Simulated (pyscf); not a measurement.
Four-centre exchange: InH (SMILES [InH]) [singlet] + H₂ (SMILES [H][H]) → InH (SMILES [InH]) [singlet] + H₂ (SMILES [H][H])

Gas phase, singlet surface, charge 0. Bonds broken: In1–H3, H2–H4. Bonds formed: In1–H2, H3–H4. Structures and frequencies: ωB97X-D3(BJ)/def2-SVP in PySCF.

Transition state (Å):

```xyz
4

In     0.3444     0.8376    -0.1175
H     -0.5120    -0.5437    -1.5274
H     -0.3147    -1.1225     0.4752
H     -0.5107    -1.0477    -0.5785
```

One imaginary mode, 1517i cm⁻¹; descent along it reached the two sides named.

```json
[
 {"bond": "In1–H3", "change": "breaks", "reactant side (Å)": "1.851", "saddle": "2.151", "product side": "2.9"},
 {"bond": "H2–H4", "change": "breaks", "reactant side (Å)": "0.765", "saddle": "1.074", "product side": "2.563"},
 {"bond": "In1–H2", "change": "forms", "reactant side (Å)": "2.9", "saddle": "2.152", "product side": "1.851"},
 {"bond": "H3–H4", "change": "forms", "reactant side (Å)": "2.563", "saddle": "1.074", "product side": "0.765"}
]
```

Electronic energies relative to the separated reactants (kJ/mol):

```
level                   barrier  reaction energy  reverse barrier
----------------------  -------  ---------------  ---------------
ωB97X-D3(BJ)/def2-TZVP     77.5              0.0             77.5
PBE/def2-TZVP              50.9              0.0             50.9
r²SCAN/def2-TZVP           57.8              0.0             57.8
B3LYP-D3(BJ)/def2-TZVP     69.2              0.0             69.2
PBE0-D3(BJ)/def2-TZVP      62.0              0.0             62.0
M06-2X/def2-TZVP           85.8              0.0             85.8
ωB97M-D3(BJ)/def2-TZVP     81.3              0.0             81.3
HF/def2-TZVP              136.6              0.0            136.6
```

With ωB97M-D3(BJ)/def2-TZVP energies and thermal terms (ideal gas, 1 atm, RRHO with modes under 100 cm⁻¹ raised to 100, one conformer, R ln 2 for chiral ones without a mode under 150 cm⁻¹), in kJ/mol:

| T (K) | ΔH‡ | ΔG‡ | ΔH | ΔG |
|---|---|---|---|---|
| 298 | 78.4 | 108.6 | 0.0 | 0.0 |
| 600 | 74.2 | 141.1 | 0.0 | 0.0 |
| 900 | 72.8 | 174.9 | 0.0 | 0.0 |
| 1200 | 72.8 | 209.0 | 0.0 | 0.0 |

At the saddle there is also a short H–In contact that neither side keeps. One saddle was located; it need not be the lowest between these sides. Elements past Kr carry the def2 core potentials, without spin-orbit coupling.
